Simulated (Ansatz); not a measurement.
# Li₂− (quartet): wave-function methods side by side at distance Li1–Li2 = 7.289 Å, aug-cc-pVTZ

The task here is to estimate one member of a computed series from the others.

Program: Ansatz 0.2.0, Gaussian basis. Level of theory: aug-cc-pVTZ, core rule «outside noble gas», up to 2 orbitals frozen. These are calculated values, not measurements.

The runs, in order: UHF; CCSD(T) on ROHF; CCSD(T) on UHF; BCCD(T) on ROHF; CCSDT on ROHF; CCSDT on UHF; Full CI.

32 further runs of the same task are left out: 17 for a known fault of the program, 11 that didn't finish, 4 set aside as unsound or not needed.

**The system**

The geometry derives from a PBE0/def2-TZVPD stationary point (not a proven minimum). One bond is set to the value named and the two fragments are kept rigid.

2 atoms, charge -1, spin multiplicity 4.

Atoms are counted from 1 here; the program's logs count them from 0.

No contacts short enough for the rule that draws bonds.

The first run:

in.yaml

```yaml
crystal:
  periodic: [false, false, false]
  atoms:
    - {symbol: Li, position_ang: [0.000000, 0.000000, 0.000000]}
    - {symbol: Li, position_ang: [0.000000, 0.000000, 7.289000]}
basis:
  gaussian: {orbitals: aug-cc-pVTZ}
total_charge: -1
magnetization: {spin_polarized: true, initial_magnetization: 3}
hamiltonian: {xc: hf}
output: {orbitals: {seedname: orbitals}}
```

On the command line:

```
ansatz run in.yaml --threads 1 --pin off --events-out ev --progress --plain --max-ram 2393MiB
```

Steps of the session up to this table: UHF; CCSD(T) on ROHF; CCSD(T) on UHF; BCCD(T) on ROHF; CCSDT on ROHF; CCSDT on UHF; Full CI.

One of the session's tables, all rows but one given; the rest of the session is left out.

```
  method  from FCI (kJ/mol)
    ROHF              +19.6
     UHF              +19.5
    RMP2              +10.7
    UMP2              +10.7
   RCCSD               +0.3
   UCCSD               +0.2
RCCSD(T)               +0.1
UCCSD(T)               +0.1
 BCCD(T)               +0.1
  RCCSDT                0.0
  UCCSDT                  ?
     FCI                  0
```

Q: Estimate the row for UCCSDT from the others.

**Answer.** from FCI (kJ/mol): -0.1. In the column «from FCI (kJ/mol)» it is the lowest.

Caveats from the session: Levels on UHF freeze UHF's core orbitals, full CI those of ROHF, so the U rows can settle a little off it for that reason alone. Restricted and unrestricted rows rest on different reference determinants; where their highest levels disagree by more than a few hundredths of an eV, they describe different states and don't form one ladder.
